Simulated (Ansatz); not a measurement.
## Worked example: the enthalpy of formation of C2H6O3S (dimethyl sulfite)

C2H6O3S: 12 atoms, total charge 0, spin state singlet. As SMILES, `COS(=O)OC`. Geometry: relaxed at PBE0-D4/def2-TZVP. This is one conformer, not always the lowest.

Total energies at CAM-B3LYP/6-31G* (spherical functions) (Ansatz 0.2.0); the atoms run unrestricted:

```tsv
species	state	energy (Eh)
C2H6O3S	singlet	-703.477108
C	triplet	-37.821904
O	triplet	-75.036007
S	triplet	-398.096035
H	doublet	-0.496827
```

Harmonic wavenumbers at HF/6-31G*, in cm⁻¹: 87, 105, 130, 181, 276, 285, 456, 485, 644, 807, 841, 1125, 1165, 1290, 1294, 1311, 1320, 1345, 1617, 1625, 1642, 1645, 1654, 1658, 3229, 3257, 3304, 3345, 3347, 3361.

Measured heats of formation of the gaseous atoms at 298.15 K, in kJ/mol: C 716.9, O 249.2, S 277.0, H 218.0. Spin-orbit lowering of the atoms at 298 K (mean of the ground term's levels less their thermal mean, from spectra), in kJ/mol: C 0.02, O 0.40, S 1.88. Take 1 Eh = 2625.50 kJ/mol, 1 cm⁻¹ = 0.0119627 kJ/mol, RT = 2.479 kJ/mol.

Task: Work out the heat of formation of the gas at 298 K.

Result: 
1. Electronic atomisation energy: 2 × (-37.821904) + 3 × (-75.036007) + (-398.096035) + 6 × (-0.496827) − (-703.477108) = 1.648282 Eh = 4327.6 kJ/mol.
2. Zero-point energy: half the sum of the wavenumbers, 21415.5 cm⁻¹ = 256.2 kJ/mol.
3. Thermal vibrational enthalpy, Σ hcν̃/(exp(hcν̃/kT) − 1): 11.9 kJ/mol. Translation, rotation and pV of a non-linear molecule: 4 RT = 9.9 kJ/mol.
4. The 12 free atoms carry 5/2 RT each: 74.4 kJ/mol.
5. Spin-orbit coupling lowers the free atoms by 2 × 0.02 + 3 × 0.40 + 1.88 = 3.1 kJ/mol.
6. Atomisation enthalpy at 298 K: 4327.6 − 3.1 − 256.2 − 11.9 − 9.9 + 74.4 = 4120.9 kJ/mol.
7. Sum of the atoms' heats of formation: 3766.4 kJ/mol. Heat of formation: 3766.4 − 4120.9 = -354.5 kJ/mol.

The tabulated value is -483.4 kJ/mol (CRC Handbook of Chemistry and Physics), so this level is off by +128.9 kJ/mol, or 3.0 % of the atomisation enthalpy that the table implies (4249.8 kJ/mol). Anharmonicity and any spin-orbit splitting of the molecule are left out.
